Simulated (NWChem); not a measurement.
System: hydrogen isocyanide (CHN); SMILES [C-]#[NH+]

NWChem printed, in part:

```
             Northwest Computational Chemistry Package (NWChem) 7.3.0
             --------------------------------------------------------

                             Geometry "geometry" -> ""
                             -------------------------

 Output coordinates in angstroms (scale by  1.889725989 to convert to a.u.)

  No.       Tag          Charge          X              Y              Z
 ---- ---------------- ---------- -------------- -------------- --------------
    1 C                    6.0000     0.00000000     0.00000000     0.73641400
    2 N                    7.0000     0.00000000     0.00000000    -0.42703500
    3 H                    1.0000     0.00000000     0.00000000    -1.42416400

 Effective nuclear repulsion energy (a.u.)      24.2875170260

  pbe96 is a nonlocal functional; adding pw91lda local functional.

                                 NWChem DFT Module
                                 -----------------

 Summary of "ao basis" -> "ao basis" (spherical)
 ------------------------------------------------------------------------------
       Tag                 Description            Shells   Functions and Types
 ---------------- ------------------------------  ------  ---------------------
 C                           6-31g*                  6       14   3s2p1d
 N                           6-31g*                  6       14   3s2p1d
 H                           6-31g*                  2        2   2s

            General Information
            -------------------
          SCF calculation type: DFT
          Wavefunction type:  closed shell.
          No. of atoms     :     3
          No. of electrons :    14
           Alpha electrons :     7
            Beta electrons :     7
          Charge           :     0
          Spin multiplicity:     1
          Use of symmetry is: off; symmetry adaption is: off
          Maximum number of iterations: 150
          AO basis - number of functions:    30
                     number of shells:    14
          Convergence on energy requested:  1.00D-06
          Convergence on density requested:  1.00D-05
          Convergence on gradient requested:  5.00D-04

              XC Information
              --------------
          PerdewBurkeErnzerhof Exchange Functional  1.000
            Perdew 1991 LDA Correlation Functional  1.000 local
           PerdewBurkeErnz. Correlation Functional  1.000 non-local

             Grid Information
             ----------------
          Grid used for XC integration:  medium
          Radial quadrature: Mura-Knowles
          Angular quadrature: Lebedev.
          Tag              B.-S. Rad. Rad. Pts. Rad. Cut. Ang. Pts.
          ---              ---------- --------- --------- ---------
          C                   0.70       49           7.0       434
          N                   0.65       49           6.0       434
          H                   0.35       45           7.0       434
          Grid pruning is: on
          Number of quadrature shells:   143
          Spatial weights used:  Erf1

      Superposition of Atomic Density Guess
      -------------------------------------

 Sum of atomic energies:         -92.45222493

      Non-variational initial energy
      ------------------------------

 Total energy =     -93.130010
 1-e energy   =    -172.179557
 2-e energy   =      54.762030
 HOMO         =      -0.373261
 LUMO         =       0.064952

   convergence    iter        energy       DeltaE   RMS-Dens  Diis-err
 ---------------- ----- ----------------- --------- --------- ---------
 d= 0,ls=0.0,diis     1    -93.2568434620 -1.18D+02  1.41D-02  1.99D-01
 d= 0,ls=0.0,diis     2    -93.2585240807 -1.68D-03  1.36D-02  1.53D-01
 d= 0,ls=0.0,diis     3    -93.2527278028  5.80D-03  7.11D-03  1.96D-01
 d= 0,ls=0.0,diis     4    -93.2754289812 -2.27D-02  4.45D-04  3.51D-04
 d= 0,ls=0.0,diis     5    -93.2754691837 -4.02D-05  1.12D-04  1.10D-05
  Resetting Diis
 d= 0,ls=0.0,diis     6    -93.2754707697 -1.59D-06  1.69D-05  6.29D-07
 d= 0,ls=0.0,diis     7    -93.2754708474 -7.78D-08  3.22D-06  5.32D-09

         Total DFT energy =      -93.275470847425
      One electron energy =     -173.470071844611
           Coulomb energy =       68.412239151714
    Exchange-Corr. energy =      -12.505155180534
 Nuclear repulsion energy =       24.287517026006

 Numeric. integr. density =       14.000000855824

                       DFT Final Molecular Orbital Analysis
                       ------------------------------------

 Vector    5  Occ=2.000000D+00  E=-3.306114D-01
              MO Center= -2.3D-11,  2.5D-11, -8.8D-02, r^2= 9.7D-01
   Bfn.  Coefficient  Atom+Function         Bfn.  Coefficient  Atom+Function
  ----- ------------  ---------------      ----- ------------  ---------------
    18      0.378144  2 N  py                17      0.363298  2 N  px
    22      0.251633  2 N  py                 4      0.244650  1 C  py
    21      0.241754  2 N  px                 3      0.235045  1 C  px
     8      0.095023  1 C  py                 7      0.091292  1 C  px
    11     -0.026611  1 C  d -1              13      0.025566  1 C  d  1

 Vector    6  Occ=2.000000D+00  E=-3.306114D-01
              MO Center= -5.0D-10,  4.8D-10, -8.8D-02, r^2= 9.7D-01
   Bfn.  Coefficient  Atom+Function         Bfn.  Coefficient  Atom+Function
  ----- ------------  ---------------      ----- ------------  ---------------
    17      0.378144  2 N  px                18     -0.363298  2 N  py
    21      0.251633  2 N  px                 3      0.244650  1 C  px
    22     -0.241754  2 N  py                 4     -0.235045  1 C  py
     7      0.095023  1 C  px                 8     -0.091292  1 C  py
    13      0.026611  1 C  d  1              11      0.025566  1 C  d -1

 Vector    7  Occ=2.000000D+00  E=-2.567900D-01
              MO Center=  2.5D-10, -1.6D-10,  1.0D+00, r^2= 9.3D-01
   Bfn.  Coefficient  Atom+Function         Bfn.  Coefficient  Atom+Function
  ----- ------------  ---------------      ----- ------------  ---------------
     6      0.633590  1 C  s                  5      0.417337  1 C  pz
     2      0.269398  1 C  s                 20     -0.208158  2 N  s
     9      0.177794  1 C  pz                19     -0.170151  2 N  pz
     1     -0.155837  1 C  s                 16     -0.132701  2 N  s
    30      0.128684  3 H  s                 29      0.077644  3 H  s

 Vector    8  Occ=0.000000D+00  E=-3.901619D-03
              MO Center=  3.4D-10, -3.3D-10,  4.2D-01, r^2= 1.5D+00
   Bfn.  Coefficient  Atom+Function         Bfn.  Coefficient  Atom+Function
  ----- ------------  ---------------      ----- ------------  ---------------
     7      0.454046  1 C  px                 8     -0.438149  1 C  py
     3      0.390066  1 C  px                21     -0.378474  2 N  px
     4     -0.376409  1 C  py                22      0.365223  2 N  py
    17     -0.286489  2 N  px                18      0.276458  2 N  py
    27     -0.030805  2 N  d  1              25     -0.029727  2 N  d -1

 Vector    9  Occ=0.000000D+00  E=-3.901619D-03
              MO Center=  2.5D-11, -1.1D-10,  4.2D-01, r^2= 1.5D+00
   Bfn.  Coefficient  Atom+Function         Bfn.  Coefficient  Atom+Function
  ----- ------------  ---------------      ----- ------------  ---------------
     8      0.454046  1 C  py                 7      0.438149  1 C  px
     4      0.390066  1 C  py                22     -0.378474  2 N  py
     3      0.376409  1 C  px                21     -0.365223  2 N  px
    18     -0.286489  2 N  py                17     -0.276458  2 N  px
    25      0.030805  2 N  d -1              27     -0.029727  2 N  d  1

 Vector   10  Occ=0.000000D+00  E= 4.364790D-02
              MO Center=  3.9D-11, -4.4D-11, -1.6D+00, r^2= 1.6D+00
   Bfn.  Coefficient  Atom+Function         Bfn.  Coefficient  Atom+Function
  ----- ------------  ---------------      ----- ------------  ---------------
    30      1.759193  3 H  s                 20     -1.122801  2 N  s
    23      0.729646  2 N  pz                19      0.283401  2 N  pz
     6     -0.258919  1 C  s                 29      0.204776  3 H  s
    16     -0.196797  2 N  s                  5     -0.178621  1 C  pz
    15      0.096528  2 N  s                  2      0.078092  1 C  s

     Multipole analysis of the density
     ---------------------------------

     L   x y z        total         alpha         beta         nuclear
     -   - - -        -----         -----         ----         -------
     0   0 0 0     -0.000000     -7.000000     -7.000000     14.000000

     1   1 0 0      0.000000      0.000000      0.000000      0.000000
     1   0 1 0     -0.000000     -0.000000     -0.000000      0.000000
     1   0 0 1     -1.189980     -0.599785     -0.599785      0.009590

[...]

                                NWChem TDDFT Module
                                -------------------

            General Information
            -------------------
           No. of orbitals :      60
            Alpha orbitals :      30
             Beta orbitals :      30
        Alpha frozen cores :       0
         Beta frozen cores :       0
     Alpha frozen virtuals :       0
      Beta frozen virtuals :       0
         Spin multiplicity :       1
    Number of AO functions :      30
        Use of symmetry is : off
      Symmetry adaption is : off
         Schwarz screening :  0.10D-07

              XC Information
              --------------
   PerdewBurkeErnzerhof Exchange Functional   1.00
     Perdew 1991 LDA Correlation Functional   1.00 local
    PerdewBurkeErnz. Correlation Functional   1.00 non-local

             TDDFT Information
             -----------------
          Calculation type : Tamm-Dancoff TDDFT
         Wavefunction type : Restricted singlets
          No. of electrons :      14
           Alpha electrons :       7
            Beta electrons :       7
              No. of roots :       6
          Max subspacesize :    5200
            Max iterations :     100
               Target root :       1
           Target symmetry : none
      Symmetry restriction : off
                 Algorithm : Optimal
        Davidson threshold :  0.10D-03

    6 smallest eigenvalue differences (eV)
--------------------------------------------------------
  No. Spin  Occ  Vir  Irrep   E(Occ)    E(Vir)   E(Diff)
--------------------------------------------------------
    1    1    7    8 a        -0.257    -0.004     6.881
    2    1    7    9 a        -0.257    -0.004     6.881
    3    1    7   10 a        -0.257     0.044     8.175
    4    1    6    8 a        -0.331    -0.004     8.890
    5    1    6    9 a        -0.331    -0.004     8.890
    6    1    5    8 a        -0.331    -0.004     8.890
--------------------------------------------------------

  Entering Davidson iterations
  Restricted singlet excited states

  Iter   NTrls   NConv    DeltaV     DeltaE      Time
  ----  ------  ------  ---------  ---------  ---------
    1      6       1     0.33E+00   0.10+100        0.4
    2     11       0     0.22E+00   0.14E+00        0.3
    3     17       2     0.19E-01   0.44E-01        0.3
    4     21       5     0.37E-03   0.22E-03        0.3
    5     22       6     0.33E-04   0.12E-06        0.3
  ----  ------  ------  ---------  ---------  ---------
  Convergence criterion met

  Ground state a         -93.275470847425 a.u.

  ----------------------------------------------------------------------------
  Root   1 singlet a              0.306696659 a.u.                8.3456 eV
  ----------------------------------------------------------------------------
     Transition Moments    X  0.00000   Y -0.00000   Z  0.50689
     Dipole Oscillator Strength                    0.0525352189
     Electric Quadrupole                           0.0000000318
     Magnetic Dipole                               0.0000000000
     Total Oscillator Strength                     0.0525352507

     Occ.    5  a   ---  Virt.    9  a        0.09205
     Occ.    6  a   ---  Virt.    8  a        0.09205
     Occ.    7  a   ---  Virt.   10  a        0.98982
  ----------------------------------------------------------------------------
  Root   2 singlet a              0.320685011 a.u.                8.7263 eV
  ----------------------------------------------------------------------------
     Transition Moments    X  0.59755   Y -0.53118   Z -0.00000
     Dipole Oscillator Strength                    0.1366576725
     Electric Quadrupole                           0.0000006576
     Magnetic Dipole                               0.0000053949
     Total Oscillator Strength                     0.1366637249

     Occ.    4  a   ---  Virt.    8  a        0.10067
     Occ.    6  a   ---  Virt.   11  a        0.05121
     Occ.    7  a   ---  Virt.    8  a       -0.98988
  ----------------------------------------------------------------------------
  Root   3 singlet a              0.320685011 a.u.                8.7263 eV
  ----------------------------------------------------------------------------
     Transition Moments    X  0.53118   Y  0.59755   Z  0.00000
     Dipole Oscillator Strength                    0.1366576723
     Electric Quadrupole                           0.0000006576
     Magnetic Dipole                               0.0000053949
     Total Oscillator Strength                     0.1366637247

     Occ.    4  a   ---  Virt.    9  a        0.10067
     Occ.    5  a   ---  Virt.   11  a        0.05121
     Occ.    7  a   ---  Virt.    9  a       -0.98988
  ----------------------------------------------------------------------------
  Root   4 singlet a              0.326709793 a.u.                8.8902 eV
  ----------------------------------------------------------------------------
     Transition Moments    X -0.00000   Y -0.00000   Z  0.00000
     Dipole Oscillator Strength                    0.0000000000
     Electric Quadrupole                           0.0000000000
     Magnetic Dipole                               0.0000000000
     Total Oscillator Strength                     0.0000000000

     Occ.    5  a   ---  Virt.    8  a        0.70711
     Occ.    6  a   ---  Virt.    9  a       -0.70711
  ----------------------------------------------------------------------------
  Root   5 singlet a              0.338834035 a.u.                9.2201 eV
  ----------------------------------------------------------------------------
     Transition Moments    X  0.00000   Y  0.00000   Z  0.00000
     Dipole Oscillator Strength                    0.0000000000
     Electric Quadrupole                           0.0000000058
     Magnetic Dipole                               0.0000000000
     Total Oscillator Strength                     0.0000000058

     Occ.    5  a   ---  Virt.    8  a        0.70661
     Occ.    6  a   ---  Virt.    9  a        0.70661
  ----------------------------------------------------------------------------
  Root   6 singlet a              0.338834040 a.u.                9.2201 eV
  ----------------------------------------------------------------------------
     Transition Moments    X -0.00000   Y  0.00000   Z -0.00001
     Dipole Oscillator Strength                    0.0000000000
     Electric Quadrupole                           0.0000000058
     Magnetic Dipole                               0.0000000000
     Total Oscillator Strength                     0.0000000058

     Occ.    5  a   ---  Virt.    9  a        0.70661
     Occ.    6  a   ---  Virt.    8  a       -0.70661

              Target root =      1
          Target symmetry = none
      Ground state energy =    -93.275470847425
        Excitation energy =      0.306696659012
     Excited state energy =    -92.968774188413

  stored tddft:energy   -92.968774188413150
```

Level: PBE/6-31G* (spherical d), TDA. Geometry: optimised at PBE0-D3(BJ)/def2-TZVP.

Task: Reconstruct the input file.

Result: This is not unique; one that fits is the input that was run:
```
start job
memory heap 200 mb stack 900 mb global 1100 mb
geometry units angstroms noautosym nocenter noautoz
  C      0.000000     0.000000     0.736414
  N      0.000000     0.000000    -0.427035
  H      0.000000     0.000000    -1.424164
end
basis spherical
  * library 6-31g*
end
dft
  xc xpbe96 cpbe96
  iterations 150
end
tddft
  cis
  nroots 6
  notriplet
end
task tddft energy
```
